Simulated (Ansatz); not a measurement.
Mulliken charges of BFH2N (`N[B]F`) radical from PBE/def2-TZVPP in Ansatz (PBE0-D4/def2-TZVP geometry).

| atom | x (Å) | y (Å) | z (Å) | charge (e) |
| --- | --- | --- | --- | --- |
| N1 | -0.315 | 0.285 | -0.298 | -0.234 |
| B2 | 0.257 | -0.905 | 0.119 | 0.081 |
| F3 | 1.186 | -0.957 | 1.061 | -0.199 |
| H4 | -1.020 | 0.322 | -1.012 | 0.191 |
| H5 | -0.059 | 1.182 | 0.089 | 0.161 |

**Question.** By hand: the dipole of these point charges (1 e Å = 4.8032 D).

**Answer.** Σ q r = (-0.346, 0.302, -0.311) e Å, of length 0.555 e Å = 2.67 D.

**Question.** How does the dipole of the full density compare? (An estimate is asked.)

**Answer.** The calculation gave: (-0.238, 0.423, -0.183) e Å, 2.49 D; the point charges give 1.07 times that, at 22° from its direction.

Point charges leave out the atoms' own dipoles, such as those of lone pairs, and Mulliken's split depends on the basis, so the two needn't agree.
